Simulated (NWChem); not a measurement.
## Atomisation of difluoromethane (CH₂F₂)

```
C
F 1 1.3598
F 1 1.3598 2 109.50
H 1 1.1155 2 108.93 3 -119.04
H 1 1.1155 4 111.59 2 120.31
```
Charge 0, spin multiplicity 1.

All runs are NWChem calculations. All single points use one geometry, from PBE/def2-SVP, a minimum by its harmonic frequencies.

Basis set: def2-TZVP. The atomisation energy is electronic alone: no zero-point, thermal, spin-orbit or counterpoise terms. No value is extrapolated to the basis-set limit. Free atoms are single determinants with multiplicities F 2, C 3, H 2. Correlated methods freeze the same cores in atoms and molecule, 3 orbitals in all.

Costs are rough ratios of processor time within this set of runs, SCF included, with LDA (SVWN5) as 1. Costs are the molecule's.

B3LYP has NWChem's definition, with VWN1-RPA local correlation. GW and range-separated runs recompute their integrals, the others keep them in memory, which bears on the times. No SCF solution was tested for a lower state. Open-shell Hartree-Fock references start from PBE0 orbitals; any time given for them includes that run. No row is a measurement; the coupled-cluster row has its own basis-set and correlation limits.

| method | atomisation energy (kcal/mol) | relative cost |
|---|---|---|
| LDA (SVWN5) | 516.3 | 1 |
| TPSS | ___ | under 3 |
| HF | 307.4 | under 3 |
| CAM-B3LYP | 438.6 | 10 |
| MP2 | ___ | under 3 |
| BHandHLYP | 413.3 | under 3 |
| PBE0 | 435.4 | under 3 |
| CCSD(T) | 421.9 | 30 |
| PBE | 450.5 | under 3 |
| B3LYP | 433.5 | under 3 |

Task: Complete the blanks.

Result: 
- TPSS, atomisation energy (kcal/mol): 440.9
- MP2, atomisation energy (kcal/mol): 434.9
